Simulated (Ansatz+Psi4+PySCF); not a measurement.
# triplet H₂O: levels of theory in one basis

```yaml
atoms:
  - { symbol: H, position_ang: [0.0000, 0.0000, -0.8603] }
  - { symbol: O, position_ang: [0.0000, 0.0000, 0.3290] }
  - { symbol: H, position_ang: [0.0000, 0.0000, -1.7719] }
```

Basis set: cc-pVTZ (spherical functions). Left uncorrelated: 1 orbital. Correlation on ROHF uses semicanonical orbitals with singles. Charge 0, multiplicity 3.

Computed with Ansatz (development build ahead of 0.2.0) and Psi4 1.11; each method stands on the lowest determinant of its kind that the runs found.

```csv
method,E − E(ROHF) (eV),<S²> of the determinant
ROHF,0.00,2.00
UHF,-0.54,2.06
UHF-MP2,-5.98,2.06
ROHF-CCSD,-6.61,–
UHF-CCSD,-6.63,2.06
ROHF-CCSD(T),-6.78,–
UHF-CCSD(T),-6.78,2.06
```

(1) What does ROHF-MP2 give on the same scale?

Answers

(1) -6.03 eV.

Caution for ROHF-MP2, ROHF-CCSD, ROHF-CCSD(T): large amplitudes, a single reference is doubtful.
